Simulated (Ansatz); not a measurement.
fcc Ir, relaxed in Ansatz (plane waves) with several semilocal functionals. Each gives its own volume and its own bulk modulus:

| level | V0 (Å³/atom) | bulk modulus B0 (GPa) | ln V0 | ln B0 |
|---|---|---|---|---|
| PBEsol-D3(BJ) | 13.754 | 411.9 | 2.6213 | 6.0208 |
| LDA | 13.838 | 404.8 | 2.6274 | 6.0034 |
| PBEsol | 14.049 | 386.3 | 2.6426 | 5.9566 |
| r²SCAN+rVV10 | 14.083 | 389.5 | 2.6450 | 5.9649 |
| r²SCAN-D4 | 14.106 | 386.4 | 2.6466 | 5.9569 |
| PBE | 14.498 | 347.4 | 2.6740 | 5.8505 |

**Question.** Fit a straight line to ln B0 against ln V0. What does it predict for r²SCAN, whose volume is 14.205 Å³/atom?

**Answer.** With x = ln V0 and y = ln B0: means 2.64282 and 5.95885; Σ(Δx Δy) = -0.005392, Σ(Δx²) = 0.001692, so the slope is -3.19. At x = 2.6536 the line gives y = 5.95885 + (-3.19) × (2.6536 − 2.64282) = 5.9245, or 374.1 GPa. The run with r²SCAN gives 376.8 GPa, +0.7 % from the line. The rows used scatter about it by up to 1.3 %, while the largest value lies 19 % above the smallest. For comparison, PBE's own equation of state has B′ = 5.1, the slope −d ln B/d ln V at a fixed functional; the two needn't agree, since functionals also differ at one volume.

Measured: 365 GPa (measured, corrected for temperature and zero-point phonon effects; as tabulated in Levämäki et al. (2014), arXiv:1402.3671).

Ansatz's density-functional and Hartree–Fock values are scalar-relativistic unless marked +SOC, with PAW data made under PBE.

Ansatz is a quantum-chemistry and plane-wave program.
